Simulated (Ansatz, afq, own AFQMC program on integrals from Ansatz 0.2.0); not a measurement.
# AlBH₅, doublet: AFQMC among the cluster methods

```yaml
atoms:
  - { symbol: Al, position_ang: [-0.9646, 0.0000, 0.0000] }
  - { symbol: H, position_ang: [-1.7575, 1.3734, 0.0000] }
  - { symbol: H, position_ang: [-1.7575, -1.3734, 0.0000] }
  - { symbol: H, position_ang: [0.9784, 0.0000, 0.0000] }
  - { symbol: B, position_ang: [2.1484, 0.0000, 0.0000] }
  - { symbol: H, position_ang: [2.6575, 0.0000, 1.0770] }
  - { symbol: H, position_ang: [2.6575, 0.0000, -1.0770] }
```

Basis cc-pVDZ. Only valence electrons are correlated. Ansatz 0.2.0 and our own AFQMC program on the same integrals; the CISD trial comes from CCSD amplitudes, and released means the phaseless constraint is let go. Uncertainties: one standard error, sampling alone.

Determinant: UHF, the one that the program's search chose, which needn't be the lowest solution. The geometry is a point of a scan.

No full CI on the walks' own integrals is used here; CCSDT(Q) serves as the reference and is uncertain by about the last step of the cluster series.

Cautions: the released energies are still falling, so no released level is given (meV from the phaseless value at times in 1/Eh: -0.9 ± 1.5 at 0.24, -3.3 ± 1.6 at 0.51, -6.8 ± 1.9 at 0.99, -8.5 ± 2.1 at 1.62, -10.0 ± 1.9 at 2.40), though the last usable value meets CCSDT(Q) within the noise.

```
T1 diagnostic                               : 0.0112
weight of the determinant in the CISD state : 0.889
⟨S²⟩ of the determinant                     : 0.757
size of the correlated space                : 11 electrons in 51 orbitals
```

Reference: CCSDT(Q), correlation energy -5.590 eV.

| level | E − E(reference) (mEh) | share of correlation (%) |
| --- | --- | --- |
| HF | 205.43 | 0.00 |
| MP2 | 48.78 | 76.26 |
| CCSD | 4.50 | 97.81 |
| CCSD(T) | 1.07 | 99.48 |
| CCSDT | 0.09 | 99.95 |
| ph-AFQMC/HF | -0.59 ± 0.74 | 100.29 |
| ph-AFQMC/CISD | 0.43 ± 0.11 | 99.79 |

A walk keeps the symmetry of its determinant, which the program's search chose and which needn't be the lowest solution, so a lower state of the same spin and another symmetry isn't excluded.
